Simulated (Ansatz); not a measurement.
**C₄H₉O radical: one species, many methods**

The task here is to estimate one member of a computed series from the others.

Computed with Ansatz 0.2.0, Gaussian basis. Level: functionals in def2-TZVPP, the program's frozen cores in correlated methods.

Plan: PBE-D4, r2SCAN-D4, PBE0-D4, B3LYP-D4, ωB97X-V, ωB97M-V, B2PLYP; CCSD(T)/def2-TZVPP; MP2/def2-QZVPP; extrapolation to the limit.

## The relaxed structure

All runs share one geometry, relaxed beforehand with PBE0-D4 in a triple-zeta def2 set.

SMILES `[CH2]COCC`, 14 atoms, charge 0, spin multiplicity 2.

Atoms are counted from 1 here; the program's logs count them from 0.

Bond lengths: C1–C2 1.480 Å, C1–H6 1.083 Å, C1–H7 1.083 Å, C2–O3 1.408 Å, C2–H8 1.100 Å, C2–H9 1.101 Å, O3–C4 1.413 Å, C4–C5 1.515 Å, C4–H10 1.093 Å, C4–H11 1.099 Å, C5–H12 1.092 Å, C5–H13 1.092 Å, C5–H14 1.093 Å. Angles: C2–C1–H6 120.7°, C2–C1–H7 119.6°, H6–C1–H7 118.8°, C1–C2–O3 113.6°, C1–C2–H8 110.4°, C1–C2–H9 110.3°, O3–C2–H8 104.9°, O3–C2–H9 111.5°, H8–C2–H9 105.7°, C2–O3–C4 114.3°, O3–C4–C5 113.2°, O3–C4–H10 105.5°, O3–C4–H11 110.1°, C5–C4–H10 110.0°, C5–C4–H11 110.5°, H10–C4–H11 107.4°, C4–C5–H12 110.5°, C4–C5–H13 112.1° and more.

Set-up of the first run:

in.yaml

```yaml
crystal:
  periodic: [false, false, false]
  atoms:
    - {symbol: C, position_ang: [-1.464283, -1.498963, 0.258898]}
    - {symbol: C, position_ang: [-0.007845, -1.352536, 0.039927]}
    - {symbol: O, position_ang: [0.321165, -0.431065, -0.972648]}
    - {symbol: C, position_ang: [0.045352, 0.915256, -0.645674]}
    - {symbol: C, position_ang: [1.077410, 1.528185, 0.279063]}
    - {symbol: H, position_ang: [-1.845304, -1.906813, 1.186661]}
    - {symbol: H, position_ang: [-2.146840, -1.366578, -0.571599]}
    - {symbol: H, position_ang: [0.427290, -2.306553, -0.294073]}
    - {symbol: H, position_ang: [0.498153, -1.108516, 0.986441]}
    - {symbol: H, position_ang: [0.033976, 1.449959, -1.598593]}
    - {symbol: H, position_ang: [-0.959630, 0.999384, -0.209194]}
    - {symbol: H, position_ang: [2.076285, 1.443305, -0.153968]}
    - {symbol: H, position_ang: [1.086423, 1.047431, 1.259833]}
    - {symbol: H, position_ang: [0.857838, 2.587503, 0.434917]}
basis:
  gaussian: {orbitals: def2-TZVPP}
magnetization: {spin_polarized: true, initial_magnetization: 1}
hamiltonian: {xc: pbe, dispersion: d4}
output: {forces: true, orbitals: {seedname: orbitals}}
```

Command:

```console
$ ansatz run in.yaml --threads 2 --pin off --events-out ev --progress --plain --max-ram 32768MiB --backend cuda --devices 0, --max-vram 18GiB
```

Steps of the session up to this table: PBE-D4 (GGA); r2SCAN-D4 (meta-GGA); PBE0-D4 (hybrid); B3LYP-D4 (hybrid); ωB97X-V (range-separated); ωB97M-V (range-separated); B2PLYP (double hybrid); CCSD(T) in def2-TZVPP; MP2 in def2-QZVPP.

One of the session's tables, all rows but one given; the rest of the session is left out.

```
            method  atomisation energy (kJ/mol)
            PBE-D4                       5483.6
         r2SCAN-D4                       5393.6
           PBE0-D4                       5402.4
          B3LYP-D4                       5375.1
           ωB97X-V                       5370.9
           ωB97M-V                       5376.2
            B2PLYP                       5316.0
     HF/def2-TZVPP                       3986.3
    MP2/def2-TZVPP                       5296.1
   CCSD/def2-TZVPP                       5174.6
CCSD(T)/def2-TZVPP                       5240.3
           MP2/CBS                       5414.9
       CCSD(T)/CBS                            ?
```

Q: Estimate the row for CCSD(T)/CBS from the others.

**Answer.** atomisation energy (kJ/mol): 5359.1. In the column «atomisation energy (kJ/mol)» it lies between B2PLYP (5316.0) and ωB97X-V (5370.9).
